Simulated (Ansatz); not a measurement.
fcc Ni, treated with PBE (PAW; Ansatz, a first-principles code).

Settings: plane-wave cutoff 520 eV, 26×26×26 k mesh, Fermi–Dirac smearing 0.05 eV, spin-polarised with parallel moments, scalar-relativistic PAW data made under PBE.

The cell is scaled about its equilibrium volume:

```
V (Å³/atom)  P (GPa)  moment (μB per cell of 1 atoms)
-----------  -------  -------------------------------
10.240         14.19                             0.61
10.458          8.89                             0.62
10.676          4.19                             0.63
10.893          0.00                             0.64
11.111         -3.73                             0.65
11.329         -7.05                             0.66
11.547        -10.00                             0.66
```
